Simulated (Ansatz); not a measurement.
# C2H2N2S: basis-set convergence

An exercise on one series of results from a longer session: the logs are not shown, and one member is left open.

Computed with Ansatz 0.2.0, Gaussian basis. Level: one geometry, several basis sets.

Levels to be run: PBE0-D4/def2-SVP; ωB97M-V/def2-SVP; PBE0-D4/def2-QZVPP; ωB97M-V/def2-QZVPP; CCSD(T)/cc-pV(D+d)Z; CCSD(T)/cc-pV(T+d)Z; CCSD(T)/cc-pV(Q+d)Z; the functionals' def2-TZVPP values are taken from earlier runs.

## The geometry

All runs share one geometry, relaxed beforehand with PBE0-D4 in a triple-zeta def2 set.

SMILES `c1cnsn1`, 7 atoms, charge 0, spin multiplicity 1.

Atoms are counted from 1 here; the program's logs count them from 0.

Bond lengths: C1–C2 1.414 Å, C1–N5 1.317 Å, C1–H6 1.083 Å, C2–N3 1.317 Å, C2–H7 1.083 Å, N3–S4 1.620 Å, S4–N5 1.619 Å. Angles: C2–C1–N5 113.6°, C2–C1–H6 126.2°, N5–C1–H6 120.2°, C1–C2–N3 113.6°, C1–C2–H7 126.2°, N3–C2–H7 120.2°, C2–N3–S4 106.8°, N3–S4–N5 99.3°, C1–N5–S4 106.8°.

Set-up of the first run:

Contents of in.yaml:

```yaml
crystal:
  periodic: [false, false, false]
  atoms:
    - {symbol: C, position_ang: [-0.567127, 0.587609, 0.086704]}
    - {symbol: C, position_ang: [0.454447, -0.211996, 0.650359]}
    - {symbol: N, position_ang: [0.997834, -1.052795, -0.205248]}
    - {symbol: S, position_ang: [0.248097, -0.827033, -1.622891]}
    - {symbol: N, position_ang: [-0.784724, 0.342406, -1.188759]}
    - {symbol: H, position_ang: [-1.146819, 1.342131, 0.603310]}
    - {symbol: H, position_ang: [0.798291, -0.180321, 1.676515]}
basis:
  gaussian: {orbitals: def2-SVP}
hamiltonian: {xc: pbe0, dispersion: d4}
output: {orbitals: {seedname: orbitals}}
```

Launch:

```bash
$ ansatz run in.yaml --threads 2 --pin off --events-out ev --progress --plain --max-ram 32768MiB --backend cpu
```

Among the steps run: PBE0-D4 in def2-SVP; ωB97M-V in def2-SVP; PBE0-D4 in def2-QZVPP; ωB97M-V in def2-QZVPP.

One table of the session follows, with a row left open; its other results are not shown here.

It belongs to the step «Functionals by basis». 

| functional | basis | HOMO (eV) |
| --- | --- | --- |
| PBE0-D4 | def2-SVP | -8.04 |
| PBE0-D4 | def2-TZVPP | -7.96 |
| PBE0-D4 | def2-QZVPP | ? |
| ωB97M-V | def2-SVP | -10.07 |
| ωB97M-V | def2-TZVPP | -10.01 |
| ωB97M-V | def2-QZVPP | -10.03 |

Estimate the missing values for PBE0-D4, def2-QZVPP.

The run gave: HOMO (eV): -7.98. In the column «HOMO (eV)» it lies between PBE0-D4, def2-SVP (-8.04) and PBE0-D4, def2-TZVPP (-7.96).
